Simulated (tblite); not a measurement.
Compound: C₄H₇S (doublet state).
SMILES with atom numbers: `[CH2:1][CH:2]1[CH2:3][S:4][CH2:5]1` (hydrogens: H6, H7 on C1; H8 on C2; H9, H10 on C3; H11, H12 on C5)

Computed with GFN2-xTB (tblite), gas phase: L-BFGS steps from a force-field or distance-geometry start until the largest atomic force falls under 0.01 eV/Å.

Step 88: E = -415.6235 eV
```
atom  x, y, z in Å  |  force x, y, z in eV/Å
C1     -0.8284    1.3240    0.1688   -0.021  -0.010  -0.018
C2     -0.0898    0.1055    0.4696    0.014  -0.001  -0.007
C3     -0.5976   -1.1860   -0.2131    0.003  -0.014  -0.005
S4      1.0924   -1.7341   -0.6485   -0.019  -0.010   0.003
C5      1.3221    0.0146   -0.1784    0.010   0.024   0.001
H6     -1.0770    1.5555   -0.8502   -0.003   0.011   0.010
H7     -1.0920    2.0279    0.9326   -0.001  -0.002   0.002
H8     -0.0042   -0.0491    1.5470    0.006   0.002   0.003
H9     -1.1780   -0.9971   -1.1148    0.005   0.008   0.006
H10    -1.1256   -1.8821    0.4337    0.009   0.008   0.000
H11     2.1595    0.1836    0.4941   -0.011  -0.010  -0.004
H12     1.4197    0.6368   -1.0670    0.009  -0.008   0.008
```

Step 89: E = -415.6236 eV
```
atom  x, y, z in Å  |  force x, y, z in eV/Å
C1     -0.8260    1.3259    0.1675   -0.028   0.008   0.005
C2     -0.0861    0.1082    0.4690    0.015   0.002  -0.006
C3     -0.5982   -1.1854   -0.2099    0.002  -0.016  -0.008
S4      1.0889   -1.7349   -0.6533   -0.019  -0.009   0.010
C5      1.3235    0.0128   -0.1813    0.004   0.027   0.002
H6     -1.0536    1.5697   -0.8535   -0.001   0.007   0.007
H7     -1.1254    2.0122    0.9357    0.013  -0.029  -0.020
H8     -0.0008   -0.0462    1.5462    0.007   0.006   0.009
H9     -1.1832   -0.9973   -1.1086    0.002   0.008   0.003
H10    -1.1232   -1.8799    0.4414    0.010   0.011  -0.004
H11     2.1619    0.1793    0.4904   -0.009  -0.014  -0.002
H12     1.4233    0.6350   -1.0696    0.004  -0.002   0.004
```

Step 90: E = -415.6237 eV
```
atom  x, y, z in Å  |  force x, y, z in eV/Å
C1     -0.8265    1.3259    0.1658   -0.004  -0.020   0.003
C2     -0.0846    0.1092    0.4683    0.005   0.005  -0.001
C3     -0.5985   -1.1853   -0.2082    0.000  -0.009  -0.009
S4      1.0860   -1.7333   -0.6607   -0.006  -0.005   0.013
C5      1.3245    0.0126   -0.1819   -0.005   0.013  -0.001
H6     -1.0472    1.5748   -0.8546   -0.002   0.001  -0.029
H7     -1.1364    2.0071    0.9324    0.004  -0.006   0.023
H8      0.0007   -0.0441    1.5456    0.004   0.010   0.008
H9     -1.1887   -0.9974   -1.1035   -0.003   0.005   0.000
H10    -1.1188   -1.8806    0.4461    0.006   0.012  -0.005
H11     2.1620    0.1734    0.4919    0.000  -0.013   0.002
H12     1.4284    0.6372   -1.0673    0.001   0.007  -0.005
```

Step 91: E = -415.6238 eV
```
atom  x, y, z in Å  |  force x, y, z in eV/Å
C1     -0.8243    1.3271    0.1645   -0.026   0.019   0.018
C2     -0.0808    0.1114    0.4683   -0.006   0.004  -0.001
C3     -0.5990   -1.1843   -0.2057   -0.002  -0.001  -0.005
S4      1.0825   -1.7337   -0.6652    0.001   0.001   0.013
C5      1.3257    0.0117   -0.1842   -0.006   0.002   0.000
H6     -1.0289    1.5838   -0.8584    0.004  -0.002   0.008
H7     -1.1638    1.9937    0.9343    0.025  -0.046  -0.030
H8      0.0046   -0.0406    1.5459    0.002   0.009   0.005
H9     -1.1934   -0.9963   -1.0981   -0.003   0.006   0.000
H10    -1.1167   -1.8784    0.4517    0.004   0.009  -0.002
H11     2.1641    0.1677    0.4894    0.004  -0.009   0.000
H12     1.4310    0.6373   -1.0686    0.001   0.008  -0.006
```

Q: Estimate the geometry and energy of step 92. (The exact step hangs on the optimiser's Hessian estimate; all steps are aligned on step 91, rigid shifts and turns removed.)

A: E = -415.6239 eV, largest force 0.020 eV/Å
```
atom  x, y, z in Å  |  force x, y, z in eV/Å
C1     -0.8250    1.3263    0.1648   -0.014  -0.005  -0.001
C2     -0.0820    0.1107    0.4686   -0.007   0.002   0.000
C3     -0.5988   -1.1844   -0.2069    0.000   0.002  -0.002
S4      1.0836   -1.7333   -0.6633    0.003   0.000   0.008
C5      1.3253    0.0124   -0.1831   -0.002  -0.002  -0.001
H6     -1.0380    1.5778   -0.8574    0.002   0.002  -0.001
H7     -1.1517    1.9988    0.9332    0.010  -0.017   0.000
H8      0.0036   -0.0412    1.5464    0.001   0.007   0.001
H9     -1.1915   -0.9958   -1.1004   -0.002   0.006   0.000
H10    -1.1178   -1.8788    0.4488    0.002   0.006   0.001
H11     2.1634    0.1687    0.4908    0.003  -0.005  -0.001
H12     1.4298    0.6383   -1.0675    0.004   0.004  -0.003
```

The energy changes by -0.0001 eV. The first-order estimate −F·Δx gives -0.0001 eV and the mean of the old and new forces, exact on a quadratic surface, -0.0001 eV. The step makes an angle of 85° with the force vector and moves no atom by more than 0.013 Å.

The cost below is that of the whole relaxation. Hardware: one thread, Intel Xeon at 2.50 GHz (x86_64), shared host. Cost: 1.1 s.
